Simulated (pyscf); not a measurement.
H₃C–Ga(CH₃)–NH₂ + ammonia (NH₃) -> methane (CH₄) + H₃C–Ga(NH₂)–NH₂, a four-centre exchange (singlet surface; C–Ga, H–N broken, C–H, Ga–N formed). PySCF, gas phase, ωB97X-D3(BJ)/def2-SVP geometries. Energies in eV from the separated reactants.

AM1 to PM7: differences of heats of formation from MOPAC, which are fitted to 298 K values and so differ in kind from electronic energies by zero-point and thermal terms. 

Problem. In single points PM6 puts the saddle at 2.12 eV and the reaction energy at +0.17 eV. Should these be trusted to within a few kcal/mol? Compare with ωB97M-D3(BJ)/def2-TZVP.

Solution. ωB97M-D3(BJ)/def2-TZVP gives ΔE‡ = 1.04 eV and ΔE = -0.52 eV. PM6 lies 1.07 eV over it in the barrier and 0.69 eV over it in the reaction energy, so on this step it does not hold to within 0.13 eV. ωB97M-D3(BJ)/def2-TZVP has limits of its own. On the reactant side the descent ends in an adduct with a Ga–N contact, 0.77 eV under the separated species and 1.76 eV under the saddle at ωB97X-D3(BJ)/def2-TZVP. What is counted as formed (Ga–N) is already present as a longer contact in the reactant adduct; forming that adduct is a step of its own. This is the saddle that the search found; another between the same sides may lie lower. In the def2 sets elements up to Kr have no core potential.
